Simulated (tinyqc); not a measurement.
Inside a calculation. Method: UKS/B3LYP (VWN-RPA form) in the sto-3g basis, for H2O, spin multiplicity 3. One step of it, computed by the program tinyqc.

Question. Iteration 2: building the Kohn-Sham matrix. J_ij = sum D_kl (ij|kl) with D = D(alpha) + D(beta), K_ij = sum D_kl (ik|jl) for each spin; F = H + J - 0.2 K(s) + V_xc; E = tr D H + tr D J / 2 - 0.1 sum_s tr D(s) K(s) + E_xc + E_nn.

D(alpha) after iteration 1, order 1O 1s, 1O 2s, 1O 2px, 1O 2py, 1O 2pz, 2H 1s, 3H 1s:
```
[[1.064757, -0.286523, 0.000000, 0.002351, -0.018233, 0.050651, 0.060540],
 [-0.286523, 1.296091, 0.000000, -0.017044, 0.120711, -0.329175, -0.406236],
 [0.000000, 0.000000, 1.000000, 0.000000, 0.000000, 0.000000, 0.000000],
 [0.002351, -0.017044, 0.000000, 1.003916, -0.010635, -0.008402, 0.071452],
 [-0.018233, 0.120711, 0.000000, -0.010635, 1.061479, -0.166387, -0.208672],
 [0.050651, -0.329175, 0.000000, -0.008402, -0.166387, 0.446177, 0.541765],
 [0.060540, -0.406236, 0.000000, 0.071452, -0.208672, 0.541765, 0.751719]]
```

D(beta) after iteration 1, order 1O 1s, 1O 2s, 1O 2px, 1O 2py, 1O 2pz, 2H 1s, 3H 1s:
```
[[1.061468, -0.263895, 0.000000, 0.000697, -0.004950, 0.015479, 0.015904],
 [-0.263895, 1.134793, 0.000000, -0.003869, 0.029900, -0.072148, -0.073482],
 [0.000000, 0.000000, 0.000000, 0.000000, 0.000000, 0.000000, 0.000000],
 [0.000697, -0.003869, 0.000000, 1.019357, -0.004576, -0.042247, 0.051174],
 [-0.004950, 0.029900, 0.000000, -0.004576, 1.007760, -0.025014, -0.031853],
 [0.015479, -0.072148, 0.000000, -0.042247, -0.025014, 0.027954, -0.001249],
 [0.015904, -0.073482, 0.000000, 0.051174, -0.031853, -0.001249, 0.024886]]
```

core Hamiltonian H = T + V (hartree), order 1O 1s, 1O 2s, 1O 2px, 1O 2py, 1O 2pz, 2H 1s, 3H 1s:
```
[[-32.467820, -7.552896, 0.000000, 0.000087, -0.010543, -0.878923, -0.893744],
 [-7.552896, -9.094750, 0.000000, 0.001029, -0.131251, -2.221125, -2.250411],
 [0.000000, 0.000000, -7.257371, 0.000000, 0.000000, 0.000000, 0.000000],
 [0.000087, 0.001029, 0.000000, -7.345938, 0.000483, -1.400960, 1.416682],
 [-0.010543, -0.131251, 0.000000, 0.000483, -7.300247, -1.002074, -1.013386],
 [-0.878923, -2.221125, 0.000000, -1.400960, -1.002074, -4.086914, -0.626519],
 [-0.893744, -2.250411, 0.000000, 1.416682, -1.013386, -0.626519, -4.105319]]
```

Two-electron integrals (ij|kl) in chemists' order, unique and non-zero (hartree):
```
(11|11) 4.785065    (21|11) 0.741380    (21|21) 0.136873    (22|11) 1.118947
(22|21) 0.256633    (22|22) 0.817206    (31|31) 0.024477    (32|31) 0.037809
(32|32) 0.180518    (33|11) 1.115814    (33|21) 0.256684    (33|22) 0.817023
(33|33) 0.880159    (41|41) 0.024477    (42|41) 0.037809    (42|42) 0.180518
(43|43) 0.047444    (44|11) 1.115814    (44|21) 0.256684    (44|22) 0.817023
(44|33) 0.785270    (44|44) 0.880159    (51|51) 0.024477    (52|51) 0.037809
(52|52) 0.180518    (53|53) 0.047444    (54|54) 0.047444    (55|11) 1.115814
(55|21) 0.256684    (55|22) 0.817023    (55|33) 0.785270    (55|44) 0.785270
(55|55) 0.880159    (61|11) 0.086414    (61|21) 0.015838    (61|22) 0.029573
(61|33) 0.029517    (61|41) 0.000579    (61|42) 0.001097    (61|44) 0.029633
(61|51) 0.000403    (61|52) 0.000763    (61|54) 0.000081    (61|55) 0.029573
(61|61) 0.001855    (62|11) 0.239359    (62|21) 0.055715    (62|22) 0.200146
(62|33) 0.196562    (62|41) 0.003414    (62|42) 0.027644    (62|44) 0.203672
(62|51) 0.002375    (62|52) 0.019232    (62|54) 0.004946    (62|55) 0.200003
(62|61) 0.006586    (62|62) 0.064078    (63|31) 0.005462    (63|32) 0.033112
(63|43) 0.005533    (63|53) 0.003849    (63|63) 0.008518    (64|11) 0.151835
(64|21) 0.035763    (64|22) 0.137218    (64|33) 0.131216    (64|41) 0.007357
(64|42) 0.050740    (64|44) 0.146852    (64|51) 0.001318    (64|52) 0.012264
(64|54) 0.007028    (64|55) 0.133428    (64|61) 0.004386    (64|62) 0.053469
(64|64) 0.052656    (65|11) 0.105631    (65|21) 0.024880    (65|22) 0.095462
(65|33) 0.091286    (65|41) 0.001318    (65|42) 0.012264    (65|44) 0.094466
(65|51) 0.006379    (65|52) 0.041644    (65|54) 0.007744    (65|55) 0.100523
(65|61) 0.003051    (65|62) 0.037198    (65|64) 0.030707    (65|65) 0.029880
(66|11) 0.419907    (66|21) 0.099278    (66|22) 0.411170    (66|33) 0.396075
(66|41) 0.006945    (66|42) 0.079781    (66|44) 0.426276    (66|51) 0.004831
(66|52) 0.055503    (66|54) 0.021010    (66|55) 0.410692    (66|61) 0.011794
(66|62) 0.176310    (66|64) 0.168136    (66|65) 0.116971    (66|66) 0.774606
(71|11) 0.087877    (71|21) 0.016106    (71|22) 0.030072    (71|33) 0.030015
(71|41) -0.000590   (71|42) -0.001117   (71|44) 0.030134    (71|51) 0.000410
(71|52) 0.000777    (71|54) -0.000083   (71|55) 0.030073    (71|61) 0.001857
(71|62) 0.006474    (71|64) 0.003996    (71|65) 0.003004    (71|66) 0.011523
(71|71) 0.001918    (72|11) 0.242644    (72|21) 0.056477    (72|22) 0.202787
(72|33) 0.199158    (72|41) -0.003463   (72|42) -0.027992   (72|44) 0.206357
(72|51) 0.002410    (72|52) 0.019479    (72|54) -0.005009   (72|55) 0.202644
(72|61) 0.006454    (72|62) 0.049852    (72|64) 0.029298    (72|65) 0.028034
(72|66) 0.108055    (72|71) 0.006789    (72|72) 0.065683    (73|31) 0.005545
(73|32) 0.033585    (73|43) -0.005608   (73|53) 0.003902    (73|63) 0.006335
(73|73) 0.008746    (74|11) -0.153652   (74|21) -0.036190   (74|22) -0.138786
(74|33) -0.132707   (74|41) 0.007465    (74|42) 0.051415    (74|44) -0.148544
(74|51) -0.001336   (74|52) -0.012407   (74|54) 0.007118    (74|55) -0.134945
(74|61) -0.003977   (74|62) -0.029226   (74|64) -0.011329   (74|65) -0.016166
(74|66) -0.059668   (74|71) -0.004514   (74|72) -0.054707   (74|74) 0.053820
(75|11) 0.106921    (75|21) 0.025183    (75|22) 0.096576    (75|33) 0.092347
(75|41) -0.001336   (75|42) -0.012407   (75|44) 0.095562    (75|51) 0.006475
(75|52) 0.042219    (75|54) -0.007845   (75|55) 0.101708    (75|61) 0.002990
(75|62) 0.028003    (75|64) 0.016183    (75|65) 0.021852    (75|66) 0.065706
(75|71) 0.003141    (75|72) 0.038069    (75|74) -0.031366   (75|75) 0.030572
(76|11) 0.061670    (76|21) 0.014490    (76|22) 0.056665    (76|33) 0.055390
(76|41) 1.36e-06    (76|42) 0.000019    (76|44) 0.056586    (76|51) 0.000963
(76|52) 0.009385    (76|54) 3.95e-06    (76|55) 0.057958    (76|61) 0.001692
(76|62) 0.017884    (76|64) 0.013113    (76|65) 0.011719    (76|66) 0.051938
(76|71) 0.001721    (76|72) 0.018083    (76|74) -0.013218   (76|75) 0.011833
(76|76) 0.006426    (77|11) 0.422202    (77|21) 0.099817    (77|22) 0.413193
(77|33) 0.397960    (77|41) -0.007011   (77|42) -0.080384   (77|44) 0.428431
(77|51) 0.004879    (77|52) 0.055936    (77|54) -0.021204   (77|55) 0.412715
(77|61) 0.011393    (77|62) 0.107152    (77|64) 0.059283    (77|65) 0.065256
(77|66) 0.258894    (77|71) 0.012060    (77|72) 0.178948    (77|74) -0.170313
(77|75) 0.118515    (77|76) 0.051938    (77|77) 0.774606
```

nuclear repulsion = 7.08017549 hartree

V_xc(alpha) (hartree), order 1O 1s, 1O 2s, 1O 2px, 1O 2py, 1O 2pz, 2H 1s, 3H 1s:
```
[[-2.513051, -0.353960, 0.000000, 0.000093, -0.000797, -0.041575, -0.042288],
 [-0.353960, -0.683317, 0.000000, 0.000821, -0.004665, -0.153439, -0.158811],
 [0.000000, 0.000000, -0.673057, 0.000000, 0.000000, 0.000000, 0.000000],
 [0.000093, 0.000821, 0.000000, -0.680823, 0.000740, -0.102690, 0.108686],
 [-0.000797, -0.004665, 0.000000, 0.000740, -0.682322, -0.072496, -0.076484],
 [-0.041575, -0.153439, 0.000000, -0.102690, -0.072496, -0.344961, -0.040115],
 [-0.042288, -0.158811, 0.000000, 0.108686, -0.076484, -0.040115, -0.386140]]
```

V_xc(beta) (hartree), order 1O 1s, 1O 2s, 1O 2px, 1O 2py, 1O 2pz, 2H 1s, 3H 1s:
```
[[-2.501197, -0.344747, 0.000000, 0.000041, -0.000356, -0.040586, -0.041277],
 [-0.344747, -0.634212, 0.000000, 0.000507, -0.002142, -0.140649, -0.143706],
 [0.000000, 0.000000, -0.571239, 0.000000, 0.000000, 0.000000, 0.000000],
 [0.000041, 0.000507, 0.000000, -0.658701, 0.000449, -0.093092, 0.095877],
 [-0.000356, -0.002142, 0.000000, 0.000449, -0.658478, -0.065421, -0.067222],
 [-0.040586, -0.140649, 0.000000, -0.093092, -0.065421, -0.245797, -0.035318],
 [-0.041277, -0.143706, 0.000000, 0.095877, -0.067222, -0.035318, -0.259255]]
```

E_xc = sum of w rho eps_xc = -7.88048749 hartree

Give: Coulomb J; exchange K(alpha); exchange K(beta); F(alpha); F(beta); total energy of this density.

Answer.

Coulomb J (hartree), order 1O 1s, 1O 2s, 1O 2px, 1O 2py, 1O 2pz, 2H 1s, 3H 1s:
```
[[17.8090, 3.3684, 0.0000, -0.0018, 0.0073, 0.3903, 0.3970],
 [3.3684, 8.3433, 0.0000, -0.0185, 0.0581, 2.0095, 2.0529],
 [0.0000, 0.0000, 8.2610, 0.0000, 0.0000, 0.0000, 0.0000],
 [-0.0018, -0.0185, 0.0000, 8.3766, -0.0053, 1.3652, -1.4072],
 [0.0073, 0.0581, 0.0000, -0.0053, 8.3688, 0.9651, 0.9892],
 [0.3903, 2.0095, 0.0000, 1.3652, 0.9651, 4.1785, 0.5715],
 [0.3970, 2.0529, 0.0000, -1.4072, 0.9892, 0.5715, 4.3280]]
```

exchange K(alpha) (hartree), order 1O 1s, 1O 2s, 1O 2px, 1O 2py, 1O 2pz, 2H 1s, 3H 1s:
```
[[4.9223, 0.8569, 0.0000, 0.0001, 0.0009, 0.1054, 0.1068],
 [0.8569, 1.4402, 0.0000, -0.0034, 0.0161, 0.3356, 0.3548],
 [0.0000, 0.0000, 1.1821, 0.0000, 0.0000, 0.0000, 0.0000],
 [0.0001, -0.0034, 0.0000, 1.1689, -0.0040, 0.1952, -0.2163],
 [0.0009, 0.0161, 0.0000, -0.0040, 1.1903, 0.1375, 0.1513],
 [0.1054, 0.3356, 0.0000, 0.1952, 0.1375, 0.4135, 0.1775],
 [0.1068, 0.3548, 0.0000, -0.2163, 0.1513, 0.1775, 0.5984]]
```

exchange K(beta) (hartree), order 1O 1s, 1O 2s, 1O 2px, 1O 2py, 1O 2pz, 2H 1s, 3H 1s:
```
[[4.8936, 0.8187, 0.0000, 0.0000, 0.0007, 0.0999, 0.1015],
 [0.8187, 1.2439, 0.0000, -0.0006, -0.0011, 0.2751, 0.2777],
 [0.0000, 0.0000, 0.2966, 0.0000, 0.0000, 0.0000, 0.0000],
 [0.0000, -0.0006, 0.0000, 1.1159, -0.0017, 0.1658, -0.1647],
 [0.0007, -0.0011, 0.0000, -0.0017, 1.1230, 0.1155, 0.1150],
 [0.0999, 0.2751, 0.0000, 0.1658, 0.1155, 0.1311, 0.0517],
 [0.1015, 0.2777, 0.0000, -0.1647, 0.1150, 0.0517, 0.1280]]
```

F(alpha) (hartree), order 1O 1s, 1O 2s, 1O 2px, 1O 2py, 1O 2pz, 2H 1s, 3H 1s:
```
[[-18.1564, -4.7098, 0.0000, -0.0016, -0.0043, -0.5513, -0.5603],
 [-4.7098, -1.7228, 0.0000, -0.0160, -0.0810, -0.4322, -0.4272],
 [0.0000, 0.0000, 0.0942, 0.0000, 0.0000, 0.0000, 0.0000],
 [-0.0016, -0.0160, 0.0000, 0.1161, -0.0033, -0.1774, 0.1614],
 [-0.0043, -0.0810, 0.0000, -0.0033, 0.1481, -0.1370, -0.1310],
 [-0.5513, -0.4322, 0.0000, -0.1774, -0.1370, -0.3361, -0.1307],
 [-0.5603, -0.4272, 0.0000, 0.1614, -0.1310, -0.1307, -0.2832]]
```

F(beta) (hartree), order 1O 1s, 1O 2s, 1O 2px, 1O 2py, 1O 2pz, 2H 1s, 3H 1s:
```
[[-18.1388, -4.6929, 0.0000, -0.0017, -0.0038, -0.5492, -0.5583],
 [-4.6929, -1.6344, 0.0000, -0.0169, -0.0751, -0.4073, -0.3967],
 [0.0000, 0.0000, 0.3731, 0.0000, 0.0000, 0.0000, 0.0000],
 [-0.0017, -0.0169, 0.0000, 0.1488, -0.0040, -0.1620, 0.1383],
 [-0.0038, -0.0751, 0.0000, -0.0040, 0.1854, -0.1255, -0.1144],
 [-0.5492, -0.4073, 0.0000, -0.1620, -0.1255, -0.1804, -0.1007],
 [-0.5583, -0.3967, 0.0000, 0.1383, -0.1144, -0.1007, -0.0622]]
```

total energy of this density = -74.451547 hartree

This density is a damped mixture and is not idempotent.
